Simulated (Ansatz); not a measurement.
## What a trial cell of Hf₃N relaxes into

These are results of Ansatz, DFT PBE, scalar-relativistic, plane waves, PAW, not measurements. Cutoff 420 eV, Γ-centred k mesh, Gaussian smearing, no spin polarisation in the final step.

The start puts Hf₃N on the Ni3Sn (D0_19) structure type (P6_3/mmc, No. 194), with N in place of Sn, Hf in place of Ni, at a guessed volume.

```
CELL_PARAMETERS angstrom
5.76773 0.00000 0.00000
-2.88387 4.99500 0.00000
0.00000 0.00000 4.62950
ATOMIC_POSITIONS crystal
Hf 0.83300 0.66600 0.25000
Hf 0.16700 0.83300 0.75000
Hf 0.33400 0.16700 0.25000
Hf 0.16700 0.33400 0.75000
Hf 0.83300 0.16700 0.25000
Hf 0.66600 0.83300 0.75000
N 0.33333 0.66667 0.25000
N 0.66667 0.33333 0.75000
```

Cell and atoms relax at zero pressure; the relaxation can't lower the symmetry of the start. After a coarse first stage the cell is made exact in the group found at 0.06 Å.

The zero of energy is the elements' standard structures at the same level (N₂ as a molecule); no fitted shifts are applied.

Task: Which crystal results?

Result: It keeps P6_3/mmc (No. 194). The result has the Ni3Sn (D0_19) structure. Conventional cell: a = 5.736 Å, c = 4.941 Å. Hf has 8 Hf at 2.84–2.98 Å and 4 N at 2.87–2.96 Å; N is coordinated by 12 Hf at 2.87–2.96 Å.

```cif
data_structure
_symmetry_space_group_name_H-M 'P6_3/mmc'
_symmetry_Int_Tables_number 194
_cell_length_a 5.7359
_cell_length_b 5.7359
_cell_length_c 4.9414
_cell_angle_alpha 90.000
_cell_angle_beta 90.000
_cell_angle_gamma 120.000
_cell_volume 140.80
loop_
_atom_site_label
_atom_site_type_symbol
_atom_site_symmetry_multiplicity
_atom_site_Wyckoff_symbol
_atom_site_fract_x
_atom_site_fract_y
_atom_site_fract_z
_atom_site_occupancy
Hf1 Hf 6 h 0.83155 0.66310 0.25000 1
N1 N 2 c 0.33333 0.66667 0.25000 1
```

Task: What are its volume, energy, density and gap?

Result: The volume per atom is 17.60 Å³. The density is 12.96 g/cm³, the energy over the elements is 0.85 eV/atom and the gap on the 12×12×8 mesh is 0 eV (a metal).

The final run used a 12×12×8 mesh on its 8-atom cell and 0.10 eV smearing. The k mesh leaves about 4 meV/atom of noise in metals. Spin–orbit coupling is left out. Symmetry constrained the relaxation, so the result can be a saddle point.

Cost: 4 runs of about 6.3 core-minutes in all, on Intel Xeon 6975P-C (Granite Rapids) (shared hosts).